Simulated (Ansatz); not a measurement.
We consider hcp Co, described by RPBE (Ansatz, an electronic-structure program, plane waves, PAW).

Input:

Ansatz 0.2 input:
```yaml
crystal:
  lattice:
    - [1.2581184065, -2.1791250019, 0.0]
    - [1.2581184065, 2.1791250019, 0.0]
    - [0.0, 0.0, 4.0722603462]
  atoms:
    - { symbol: Co, position: [0.3333333333, 0.6666666667, 0.25], spin: 1.8 }
    - { symbol: Co, position: [0.6666666667, 0.3333333333, 0.75], spin: 1.8 }
basis:
  ecutwfc: 520
  ecutrho_ratio: 4
  xc_grid: 2
kpoints:
  mp_grid: { grid: [24, 24, 14] }
hamiltonian:
  xc: rpbe
  dispersion: none
  pseudopotentials: { kind: paw }
scf:
  occupations: { method: fermi_dirac, width: 0.05 }
  convergence: { dr2_threshold: 0.0000000002 }
output:
  forces: true
  stress: true
  eigenvalues: true
magnetization:
  spin_polarized: true
```

The run printed, among other lines:

```
Crystal: 2 atoms, lattice volume = 22.329 Å³
Basis set: ecut = 520 eV, 603 PW (Γ), exchange–correlation on 40×40×64 points (8 copies of the dense FFT grid, shifted against one another)
Bands: 23, of which v1, the nominal top of the filled ones, is band 17 counted from 1 (16 counted from 0)
Symmetry: 24 space group operations
Space group: P63/mmc (ITA 194), of the structure as read, at distance tolerance 2.8e-5 Å
k-points: 488 of 8064
Initial density: superposition of atomic densities (chi_scale 0.1, normalization cell)
Functional: x = rpbe, c = pbe(β = 0.06672455060314922)
SCF 1 converged in 12 iterations: F = -10262.095155 eV  dr2 = 6.82e-14
SCF converged after 12 iterations
Magnetization: 3.2809 μB (18.6404 up, 15.3596 down)
Free energy (F): -10262.095155 eV
Internal energy: -10262.080873 eV  (E = F + TS)
E sigma→0 (E₀):  -10262.088014 eV
Fermi energy:    18.212776 eV
--- Forces (eV/Å), atoms counted from 1 ---
  atom   1  Co    -0.00000000     0.00000000     0.00000000
  atom   2  Co     0.00000000    -0.00000000     0.00000000
--- Stress (GPa, compression-positive) ---
        0.011589      -0.000000       0.000000
       -0.000000       0.011589       0.000000
        0.000000       0.000000      -0.006975
  P = ⅓ Tr σ = 0.0054 GPa (0.054 kbar)
```

The PAW data were made under PBE.
